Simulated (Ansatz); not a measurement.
Reaction (silylene loss): `F[Si](F)(F)F` → F₂ + `F[Si]F`

Isolated molecules relaxed with PBE0-D4/def2-TZVP in Ansatz; ΔE leaves out vibrations. CCSD(T)/CBS adds triple-zeta CCSD(T) − MP2 to the extrapolated MP2 energy (def2 sets, frozen cores). This one scheme is used for every species. DFT in def2-TZVPP.

| level | ΔE (eV) | difference from CCSD(T)/CBS |
| --- | --- | --- |
| LDA (SPW92) | 10.06 | -0.27 |
| BLYP-D4 | 9.37 | -0.96 |
| r2SCANh-D4 | 10.40 | 0.07 |
| ωB97X-V | 10.08 | -0.25 |
| CAM-B3LYP | 10.12 | -0.21 |
| HF/def2-TZVPP | 10.92 | 0.59 |
| MP2/def2-TZVPP | 10.65 | 0.32 |
| HF/CBS(def2) | 11.00 | 0.67 |
| MP2/CBS(def2) | 10.83 | 0.50 |
| CCSD/CBS(def2) | 10.47 | 0.14 |
| CCSD(T)/CBS | 10.33 | 0 |

Largest T1 diagnostic among the species: 0.015.

At CCSD(T), def2-SVP lies −0.82 eV from the extrapolated value and def2-TZVPP −0.17 eV. From r2SCAN to r2SCAN0 (25 % exact exchange), in def2-TZVPP and without D4, ΔE moves by +0.34 eV. The D4 term adds +0.07 eV with B3LYP and +0.04 eV with PBE0; it sums over pairs of atoms, weighted by their polarisabilities, and B3LYP, whose exchange is more repulsive, gets the larger term.

B3LYP here is the variant with VWN-RPA as its local correlation; programs differ in this.
